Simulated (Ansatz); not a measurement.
## Which is lower?

The two ends of one reaction step of Si2PH9, closed shell (PBE0-D4/def2-TZVP).

A:

```csv
atom,x (Å),y (Å),z (Å)
Si1,-1.3033,0.0670,-0.5483
H2,2.9654,0.2423,0.8606
H3,-1.5036,-0.4861,-1.9168
H4,-2.6416,0.3848,0.0220
Si5,-0.2502,-1.5233,0.8051
H6,2.7602,0.9481,0.9914
P7,-0.1067,1.9839,-0.5345
H8,-0.0515,-0.9786,2.1746
H9,-1.0795,-2.7559,0.8915
H10,1.0770,-1.8835,0.2375
H11,-0.7993,2.5488,-1.6393
H12,0.9328,1.4527,-1.3437
```

B:

```xyz
12
angstrom
Si -0.2149 -1.2207 -1.3272
H 1.0120 -0.5115 -1.7762
H -0.2372 -2.5668 -1.9659
H -1.4147 -0.4662 -1.7715
Si -0.2103 -1.5084 0.9944
H 1.4464 2.1475 0.5252
P 0.1510 2.3739 -0.0081
H -0.1701 -0.2085 1.7174
H -1.4345 -2.2402 1.4189
H 0.9787 -2.3046 1.4041
H -0.3732 2.8180 1.2334
H 0.4668 3.6875 -0.4446
```

Ansatz 0.2.0; basis: def2-TZVPP; cores frozen in the correlated methods. B3LYP uses VWN-RPA correlation.

(1) Which structure is lower at CCSD(T), and by how much? (An estimate is asked for; the value comes from the calculation.)

(2) Do the other methods give the same order? (A judgement: the text doesn't fix the answer.)

T1 diagnostic: at most 0.014.

## Answers

(1) Computed: B, by 1.49 kcal/mol (electronic energy, against the other). By their contacts, A is a complex of Si₂PH₇ ([SiH3][SiH2][PH2]) + H₂ and B is a complex of Si₂H₆ ([SiH3][SiH3]) + PH₃.

(2) By the calculation: Not all: PBE-D4, r2SCAN-D4, PBE0-D4, MP2 give the other order.

```json
{"method": "SPW92", "E(B) − E(A) (kcal/mol)": "-0.32"}
{"method": "PBE-D4", "E(B) − E(A) (kcal/mol)": "1.49"}
{"method": "BLYP-D4", "E(B) − E(A) (kcal/mol)": "-0.45"}
{"method": "r2SCAN-D4", "E(B) − E(A) (kcal/mol)": "0.57"}
{"method": "B97M-V", "E(B) − E(A) (kcal/mol)": "-0.77"}
{"method": "PBE0-D4", "E(B) − E(A) (kcal/mol)": "0.48"}
{"method": "B3LYP-D4", "E(B) − E(A) (kcal/mol)": "-1.30"}
{"method": "r2SCAN0-D4", "E(B) − E(A) (kcal/mol)": "-0.15"}
{"method": "BHLYP-D4", "E(B) − E(A) (kcal/mol)": "-2.65"}
{"method": "CAM-B3LYP-D4", "E(B) − E(A) (kcal/mol)": "-2.84"}
{"method": "wB97X-V", "E(B) − E(A) (kcal/mol)": "-1.52"}
{"method": "wB97M-V", "E(B) − E(A) (kcal/mol)": "-1.59"}
{"method": "B2PLYP", "E(B) − E(A) (kcal/mol)": "-1.60"}
{"method": "PBE-QIDH", "E(B) − E(A) (kcal/mol)": "-0.21"}
{"method": "RPA on PBE", "E(B) − E(A) (kcal/mol)": "-2.36"}
{"method": "HF", "E(B) − E(A) (kcal/mol)": "-5.91"}
{"method": "MP2", "E(B) − E(A) (kcal/mol)": "0.07"}
{"method": "CCSD", "E(B) − E(A) (kcal/mol)": "-2.59"}
{"method": "CCSD(T)", "E(B) − E(A) (kcal/mol)": "-1.49"}
```

Labels in which every atom is bracketed show which atoms are joined, not bond orders.

For scale, one of the runs: CCSD(T)/def2-TZVPP, 252 basis functions, launched by `ansatz run in.yaml --threads 4 --pin off --events-out ev --progress --plain --max-ram 9574MiB`. The run took 51 s on 4 CPU threads of an Intel Xeon Platinum 8259CL (shared host), with 4.8 GiB of host memory at its peak.
